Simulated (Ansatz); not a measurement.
System: C$_{2}$H$_{3}$O, net charge -1, singlet state. It need not be the lowest isomer of its formula. Whether it binds its extra electron was not tested at this geometry. SMILES: C[C-]=O
Structure (B3LYP-D3(BJ)/def2-TZVP (Ansatz, an electronic-structure program) minimum search):
```xyz
6

O      1.1831     0.3457     0.0022
C     -0.0156     0.6488    -0.0069
C     -0.9595    -0.6436     0.0020
H     -0.3823    -1.5883     0.0148
H     -1.6200    -0.5948     0.8793
H     -1.6112    -0.6134    -0.8826
```
Charge -1, spin multiplicity 1.

Question: Give the harmonic wavenumbers at B3LYP-D3(BJ)/def2-TZVP (Ansatz, finite differences of forces, unscaled).

Answer: 126, 484, 640, 816, 983, 1248, 1439, 1447, 1573, 2862, 2991, 3010 cm⁻¹. Zero-point energy 25.2 kcal/mol.

Question: From these and the geometry, give the ideal-gas thermochemistry at 298.15 K and 1 atm (rigid rotor, harmonic oscillator).

Answer: Point group Cs, rotational symmetry number 1. Rotational constants 60.45, 10.45, 9.427 GHz. S(trans) 37.21, S(rot) 21.52, S(vib) 4.46, S(elec, spin only) 0.00, S 63.2 cal/(mol K). H(298) - H(0) 3.13 kcal/mol; G - E(el) 9.5 kcal/mol.
